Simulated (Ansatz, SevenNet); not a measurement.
Elastic constant C12 (GPa) of solids drawn from the class of elemental solids other than molecular ones, at two levels: the machine-learned potential SevenNet-0 (trained on PBE and PBE+U data), and r²SCAN (Ansatz, a program for electronic structure, plane waves, PAW).

```
solid    SevenNet-0  r²SCAN  shift (%)
-------  ----------  ------  ---------
hcp Y          33.1    29.1      -12.1
bcc K          2.01    3.21        +60
bcc Li         16.7    12.2        -27
fcc Ag         84.3    92.7      +10.0
diamond         267     120        -55
hcp Sc         43.5    42.9       -1.4
fcc Au          130     144      +10.8
hcp Ti          101    89.1      -11.8
fcc Ca         13.1    15.5      +18.3
hcp Tc          271     242      -10.7
```

The shifts run from -55 % to +60 %, with a median of -6.0 %.

Of 10 rows, r²SCAN is the larger in 4 and the smaller in 6.

Ansatz's runs of these crystals have no spin polarisation. Meta-GGAs and exact exchange favour moments, which can bear on hcp Y, hcp Sc, hcp Ti.

Spin–orbit coupling is left out, also for the solids with elements from indium on (fcc Au); its size isn't shown.

Each level is taken at its own relaxed cell. Ansatz's density-functional and Hartree–Fock values are scalar-relativistic unless marked +SOC, with PAW data made under PBE.
